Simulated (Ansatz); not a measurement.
The input, for Ansatz 0.2.0:

```yaml
crystal:
  periodic: [false, false, false]
  atoms:
    - {symbol: C, position_ang: [0.000000, -0.077428, 0.162412]}
    - {symbol: H, position_ang: [0.000000, 1.760960, -2.393020]}
    - {symbol: H, position_ang: [0.000000, -0.077428, 1.245324]}
    - {symbol: H, position_ang: [0.000000, -0.760887, -0.787623]}
basis:
  gaussian: {orbitals: 6-31G}
total_charge: 1
magnetization: {spin_polarized: false, initial_magnetization: 2}
correlation: {method: sc_nevpt2, electrons: outside_noble_gas, active_space: {window: {electrons: 4, orbitals: 7}, states: [{multiplicity: 3, weights: [0.5, 1, 1]}, {multiplicity: 5, weights: [1]}], root: 1}}
```

```sh
$ ansatz run in.yaml --threads 1 --pin off --events-out ev --progress --plain --max-ram 2393MiB
```

Question: Roughly how long does this take on 1 thread of Arm Neoverse V1, shared host, and how much host memory?

Answer: 1.5 s wall and 0.18 GiB.

```
332 factors; integrals over basis functions are off by at most 7.3e-8 eV
mean field evaluation 1: about -1057.3761 eV, gradient 2.0e1 eV
mean field evaluation 2: about -1057.3768 eV, gradient 2.0e1 eV
mean field evaluation 4: about -1062.0746 eV, gradient 9.8e0 eV
mean field evaluation 8: about -1062.4784 eV, gradient 4.0e-2 eV
mean field evaluation 16: about -1061.5412 eV, gradient 5.6e0 eV
mean field evaluation 32: about -1061.8063 eV, gradient 5.4e-1 eV
mean field -1062.47842040 eV, -39.0453617759 hartree, gradient 3.0e-6 eV, S^2 2.000000; 7 other end points of the search recorded, 0 dependent functions left out
reference -1062.47842040 eV, -39.0453617759 hartree; 5, 3 occupied and 10, 12 virtual orbitals, 332 factors
state -1062.98573512 eV, -39.0640052482 hartree
state -1062.26468752 eV, -39.0375072376 hartree
state -1059.20191290 eV, -38.9249523464 hartree
state -1062.98573512 eV, -39.0640052482 hartree; corrected -1063.84541244 eV, -39.0955978069 hartree
state -1062.26468752 eV, -39.0375072376 hartree; corrected -1063.18389921 eV, -39.0712876440 hartree
state -1059.20191290 eV, -38.9249523464 hartree; corrected -1060.29219587 eV, -38.9650195062 hartree
state -1057.40436340 eV, -38.8588936204 hartree
state -1057.40436340 eV, -38.8588936204 hartree; corrected -1058.31407873 eV, -38.8923250423 hartree
Total energy: -1063.18389921 eV, -39.0712876440 hartree
```
